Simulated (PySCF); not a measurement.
# Calculated NMR parameters of CCCN(C)C

```yaml
Formula: C5H13N
SMILES: CCCN(C)C
InChI: InChI=1S/C5H13N/c1-4-5-6(2)3/h4-5H2,1-3H3
Point_group_of_the_computed_structure: C1
Degrees_of_unsaturation: 0
Carbon_signals: 4
Proton_signals: 4
```

Bonds (- single, = double, # triple, : aromatic): C1-C2, C2-C3, C3-N4, N4-C5, N4-C6. C1 carries H7, H8, H9; C2 carries H10, H11; C3 carries H12, H13; C5 carries H14, H15, H16; C6 carries H17, H18, H19.

[PySCF 2.14.0 with density-fitted response routines: structure optimised with GFN2-xTB; NMR shieldings at PBE0/pcSseg-1/GIAO; one averaged value for each set of equivalent atoms; isolated molecule; no relativistic terms; one conformer]

Shifts are taken against calculated references (same method and geometry level): 1H (31.72 ppm) and 13C (186.93 ppm) vs TMS; NH3 for 15N (267.73 ppm).

| carbon | δC, type | δH (multiplicity) | HMBC from (2–3 bonds) | span of the C tensor (ppm) |
| --- | --- | --- | --- | --- |
| C1 | 14.4, CH3 | 0.97 (t) | H12/H13, H10/H11 | 27 |
| C2 | 26.8, CH2 | 1.51 (m) | H12/H13, H7/H8/H9 | 28 |
| C3 | 65.6, CH2 | 2.01 (t) | H14/H15/H16/H17/H18/H19, H10/H11, H7/H8/H9 | 73 |
| C5/C6 | 47.6, CH3 | 2.20 (s) | H14/H15/H16/H17/H18/H19, H12/H13 | 76 |

Other nuclei:
```json
{"atoms": "N4", "nucleus": "15N", "environment": "amine nitrogen", "δ (ppm)": "47.5", "σ (ppm)": "220.3"}
```

Carbon types of the structure: 2 × CH2, 3 × CH3, which accounts for all hydrogens. δC 65.6: sp3 CH2 bonded to N; pulled downfield by the heteroatom. δC 47.6: methyl carbon bonded to N; the inductive effect lowers its shielding. δC 26.8: sp3 CH2; a saturated carbon with 2 carbon neighbours and no heteroatom attached. δH 2.20: hydrogen on a methyl carbon bonded to N; its carbon carries N, which withdraws density. δH 0.97: hydrogen on a methyl carbon; far from electronegative atoms and π systems.

Shifts are as computed. Against solution values, carbons near 30 ppm lie about +3 ppm off and those near 130 ppm about +5 ppm. Of 1211 compounds with measured shifts, 218 miss one by over three times the rms of a fit or turn the order of signals round; such compounds aren't used in these exercises. Experimental scales use liquid or dissolved standards, which lie at an offset from isolated NH3 (liquid NH3: subtract about 20 ppm). Multiplicities follow the n + 1 count of equivalent neighbours, as no J values were calculated; m marks all less simple cases, F and P coupling included.
